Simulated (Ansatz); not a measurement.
Results of r²SCANh in Ansatz (PAW) for rock-salt TiC.

Numerical settings: plane-wave cutoff 520 eV, 12×12×12 k mesh, Fermi–Dirac smearing 0.05 eV, no spin polarisation, scalar-relativistic PAW data made under PBE.

Cell (relaxed at this level):

```xyz
2
Lattice="0.0000 2.1589 2.1589 2.1589 0.0000 2.1589 2.1589 2.1589 0.0000" Properties=species:S:1:pos:R:3 pbc="T T T"
Ti     0.0000     0.0000     0.0000
C      2.1589     2.1589     2.1589
```

What does this level give for the bulk modulus and pressure derivative B′ of the bulk modulus?


- bulk modulus = 271 GPa
- pressure derivative B′ of the bulk modulus = 4.0

Measured, for comparison: bulk modulus 240 GPa (temperature not stated, not corrected to a static lattice, our sources range from 235 to 268; as tabulated in Krasnenko and Brik (2013), arXiv:1306.3139). Computed (rounded) less measured: bulk modulus not scored (sources differ).

Computing time: very roughly 21 core-minutes.

Ansatz is a quantum-chemistry and plane-wave program.
